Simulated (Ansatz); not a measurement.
`N[Si]S` and `N[Si]O` differ in one atom or group.

Ansatz, PBE0-D4/def2-TZVP geometries, multiplicity 1. Each molecule was computed in one conformer, which needn't be the lowest.

```
                                        property  `N[Si]S`
size of the dipole moment (B3LYP/def2-TZVPP) / D      1.49
             LUMO energy (B3LYP/def2-TZVPP) / eV     -1.41
             HOMO–LUMO gap (PBE/def2-TZVPP) / eV      3.58
  zero-point energy (PBE0-D4/def2-TZVP) / kJ/mol      95.5
            HOMO–LUMO gap (PBE0/def2-TZVPP) / eV      5.40
             HOMO energy (B3LYP/def2-TZVPP) / eV     -6.47
```

(1) What does the change do to each property? (Best estimate.)

Results:

(1) The calculation gave: 
```csv
property,`N[Si]O`,shift
size of the dipole moment (B3LYP/def2-TZVPP) / D,3.05,1.56
LUMO energy (B3LYP/def2-TZVPP) / eV,-0.84,0.57
HOMO–LUMO gap (PBE/def2-TZVPP) / eV,4.20,0.62
zero-point energy (PBE0-D4/def2-TZVP) / kJ/mol,104.8,9.3
HOMO–LUMO gap (PBE0/def2-TZVPP) / eV,6.11,0.71
HOMO energy (B3LYP/def2-TZVPP) / eV,-6.59,-0.12
```

With PBE0 the HOMO falls by 0.10 eV and the LUMO rises by 0.61 eV, so the gap widens by about 0.71 eV. PBE moves the HOMO by -0.06 eV and ωB97M-V by -0.20 eV. Dipoles are sizes alone; their direction can turn.

B3LYP here is the variant with VWN-RPA as its local correlation; programs differ in this.
